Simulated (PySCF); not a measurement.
# F₂: electronic structure in real space

Aim: take F₂ and localise its valence orbitals, compute its lowest excited states and measure its response to a uniform field.

Program: PySCF 2.14.0. Level of theory: levels as typed in each script, gas phase, geometry from GFN2-xTB. These are calculated values, not measurements.

## Step 1: Starting geometry

SMILES `FF`, 2 atoms, charge 0, spin multiplicity 1.

Bond lengths: F1–F2 1.403 Å.

Geometry (Å):

```xyz
2
F2
F     0.7016    0.0000    0.0000
F    -0.7016    0.0000    0.0000
```

## Step 2: Localised orbitals (PBE0/def2-tzvp)

File input.py:

```python
import numpy as np
from pyscf import gto, scf, dft, lo
from pyscf.data.elements import chemcore

def solve(mol, dm0=None, hcore=None):
    mf = (dft.UKS if mol.spin else dft.RKS)(mol, xc='pbe0')
    mf.grids.level = 3
    mf = mf.density_fit(auxbasis='def2-universal-jkfit')
    mf.conv_tol, mf.max_cycle = 1e-8, 80
    if hcore is not None:
        mf.get_hcore = lambda *args: hcore
    mf.kernel(dm0)
    if not mf.converged:
        mf = mf.newton().run(mf.mo_coeff, mf.mo_occ, max_cycle=30)
    assert mf.converged, 'SCF not converged'
    return mf

mol = gto.M(atom='''
F      0.70158     0.00000     0.00000
F     -0.70158     0.00000     0.00000
''', basis='def2-tzvp', charge=0, spin=0, verbose=4)
mf = solve(mol)
occ_all = mf.mo_coeff[:, mf.mo_occ > 0]
occ = occ_all[:, chemcore(mol):]
pm = lo.PM(mol, occ, pop_method='meta_lowdin')
loc = pm.kernel()
for _ in range(5):
    new, stable = pm.stability_jacobi(return_status=True)
    if stable:
        break
    loc = pm.kernel(new)
fock, s = mf.get_fock(), mf.get_ovlp()
ortho = lo.orth_ao(mol, 'meta_lowdin')
labels = mol.ao_labels(fmt=None)
vir = loc[:, :0]
both = np.hstack([loc, vir])
p = (ortho.T @ s @ both) ** 2
pop = np.array([p[[l[0] == a for l in labels]].sum(0) for a in range(mol.natm)])
spd = np.array([[p[[l[0] == a and l[2][-1] == k for l in labels]].sum(0) for k in 'spd'] for a in range(mol.natm)])
eps = np.einsum('pi,pq,qi->i', both, fock, both)
for i in np.argsort(eps):
    top = np.argsort(-pop[:, i])[:3]
    print('%3d %s %9.4f Eh ' % (i + 1, 'occ' if i < loc.shape[1] else 'vir', eps[i]), '  '.join('%s%d %.3f' % (mol.atom_symbol(a), a + 1, pop[a, i]) for a in top))
np.savez('result.npz', c=both, nocc=loc.shape[1], pop=pop, spd=spd, eps=eps, e=mf.e_tot)
```

Run with:

```console
$ OMP_NUM_THREADS=1 python input.py
```

## Step 4: Excited states (BHandHLYP/def2-svpd)

File input.py:

```python
import numpy as np
from pyscf import gto, scf, dft, tdscf
from pyscf.scf import atom_ks, atom_hf
from scipy.linalg import block_diag

def solve(mol, dm0=None, hcore=None):
    mf = (dft.UKS if mol.spin else dft.RKS)(mol, xc='bhandhlyp')
    mf.grids.level = 3
    mf = mf.density_fit(auxbasis='def2-universal-jkfit')
    mf.conv_tol, mf.max_cycle = 1e-8, 80
    if hcore is not None:
        mf.get_hcore = lambda *args: hcore
    mf.kernel(dm0)
    if not mf.converged:
        mf = mf.newton().run(mf.mo_coeff, mf.mo_occ, max_cycle=30)
    assert mf.converged, 'SCF not converged'
    return mf

mol = gto.M(atom='''
F      0.70158     0.00000     0.00000
F     -0.70158     0.00000     0.00000
''', basis='def2-svpd', charge=0, spin=0, verbose=4)
mf = solve(mol)
td = mf.TDDFT()
td.nstates, td.singlet, td.conv_tol = 5, False, 1e-5
td.kernel()
td.analyze()
x, y = np.array([p[0] for p in td.xy]), np.array([p[1] + 0 * p[0] for p in td.xy])
f, mu = np.zeros(len(td.e)), np.zeros((len(td.e), 3))
nto = [td.get_nto(state=i + 1, verbose=4) for i in range(len(td.e))]
# spherically averaged free atoms, for the promolecule
atm = atom_ks.get_atm_nrks(mol, xc='bhandhlyp')
pro = block_diag(*[(atm[a[0]][2] * atm[a[0]][3]) @ atm[a[0]][2].T for a in mol._atom])
np.savez('result.npz', e=td.e, f=f, ok=td.converged, w=[n[0] for n in nto], nto=[n[1] for n in nto], x=x, y=y, c=mf.mo_coeff, occ=mf.mo_occ, eps=mf.mo_energy, pro=pro, mu=mu)
```

## Step 6: Response to an electric field (HF/def2-tzvp)

File input.py:

```python
import numpy as np
from pyscf import gto, scf, dft
from pyscf.scf import atom_ks, atom_hf
from scipy.linalg import block_diag

def solve(mol, dm0=None, hcore=None):
    mf = scf.UHF(mol) if mol.spin else scf.RHF(mol)
    mf = mf.density_fit(auxbasis='def2-universal-jkfit')
    mf.conv_tol, mf.max_cycle = 1e-8, 80
    if hcore is not None:
        mf.get_hcore = lambda *args: hcore
    mf.kernel(dm0)
    if not mf.converged:
        mf = mf.newton().run(mf.mo_coeff, mf.mo_occ, max_cycle=30)
    assert mf.converged, 'SCF not converged'
    return mf

mol = gto.M(atom='''
F      0.70158     0.00000     0.00000
F     -0.70158     0.00000     0.00000
''', basis='def2-tzvp', charge=0, spin=0, verbose=4)
field = np.array([-0.0, -0.01, -0.0])  # atomic units
mol.set_common_orig(mol.atom_charges() @ mol.atom_coords() / mol.atom_charges().sum())
mf = solve(mol)
out = dict(dm0=mf.make_rdm1(), d0=mf.dip_moment(unit='AU'), e0=mf.e_tot)
for name, sign in (('p', 1), ('m', -1)):
    h = mf.get_hcore() + sign * np.einsum('x,xij->ij', field, mol.intor('int1e_r'))
    mi = solve(mol, mf.make_rdm1(), h)
    out.update({'dm' + name: mi.make_rdm1(), 'd' + name: mi.dip_moment(unit='AU'), 'e' + name: mi.e_tot})
# spherically averaged free atoms, for the promolecule
atm = scf.atom_hf.get_atm_nrhf(mol)
pro = block_diag(*[(atm[a[0]][2] * atm[a[0]][3]) @ atm[a[0]][2].T for a in mol._atom])
np.savez('result.npz', pro=pro, **out)
```

(Steps that only read results are left out.)

Before running it: what results should come out? Wanted: lowest triplet excitation; polarisability along the field.

The runs gave:

```
                                                 quantity      value
localised occupied orbitals above −45 eV (PBE0/def2-tzvp)          7
          lowest triplet excitation (BHandHLYP/def2-svpd)    2.87 eV
            polarisability along the field (HF/def2-tzvp)  3.3 bohr³
```

**Reading.** All values hold at the given geometry, in the gas phase.
